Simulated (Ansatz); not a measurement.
Name a neutral molecule of C, N, O and H with HOMO energy (PBE/def2-TZVPP) between -5.30 and -5.00 eV and size of the dipole moment (B3LYP/def2-TZVPP) between 1.00 and 1.30 D (Ansatz, PBE0-D4/def2-TZVP geometry).

`COC=C=N` (-5.12 eV, 1.17 D); `CC(N)=C=O` (-5.09 eV, 1.13 D); `NC1(O)C=N1` (-5.26 eV, 1.11 D). Other molecules can fit too; these were computed, each in one conformer that needn't be the lowest.

B3LYP here is the variant with VWN-RPA as its local correlation; programs differ in this.
